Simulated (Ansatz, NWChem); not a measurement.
## C4H2 (1,3-butadiyne): from total energies to a heat of formation

The species is C4H2 (6 atoms), meant as a singlet with charge 0. SMILES: `C#CC#C`. Geometry: relaxed at PBE0-D4/def2-TZVP.

Total energies at PBE0/aug-cc-pVDZ (NWChem 7.3.0); the atoms run unrestricted:

| species | state | energy (Eh) |
| --- | --- | --- |
| C4H2 | singlet | -153.301768 |
| C | triplet | -37.800771 |
| H | doublet | -0.500651 |

Harmonic wavenumbers at PBE0-D4/def2-TZVP, in cm⁻¹: 239, 239, 535, 535, 673, 673, 678, 678, 925, 2128, 2306, 3481, 3483.

Measured heats of formation of the gaseous atoms at 298.15 K, in kJ/mol: C 716.9, H 218.0. Spin-orbit lowering of the atoms at 298 K (mean of the ground term's levels less their thermal mean, from spectra), in kJ/mol: C 0.02. Take 1 Eh = 2625.50 kJ/mol, 1 cm⁻¹ = 0.0119627 kJ/mol, RT = 2.479 kJ/mol.

Question: Work out the heat of formation of the gas at 298 K.

Answer: 
1. Electronic atomisation energy: 4 × (-37.800771) + 2 × (-0.500651) − (-153.301768) = 1.097382 Eh = 2881.2 kJ/mol.
2. Zero-point energy: half the sum of the wavenumbers, 8286.5 cm⁻¹ = 99.1 kJ/mol.
3. Thermal vibrational enthalpy, Σ hcν̃/(exp(hcν̃/kT) − 1): 5.1 kJ/mol. Translation, rotation and pV of a linear molecule: 3.5 RT = 8.7 kJ/mol.
4. The 6 free atoms carry 5/2 RT each: 37.2 kJ/mol.
5. Spin-orbit coupling lowers the free atoms by 4 × 0.02 = 0.1 kJ/mol.
6. Atomisation enthalpy at 298 K: 2881.2 − 0.1 − 99.1 − 5.1 − 8.7 + 37.2 = 2805.4 kJ/mol.
7. Sum of the atoms' heats of formation: 3303.6 kJ/mol. Heat of formation: 3303.6 − 2805.4 = +498.2 kJ/mol.

The tabulated value is +460.4 kJ/mol (Active Thermochemical Tables), so this level is off by +37.8 kJ/mol, or 1.3 % of the atomisation enthalpy that the table implies (2843.1 kJ/mol). Anharmonicity and any spin-orbit splitting of the molecule are left out.
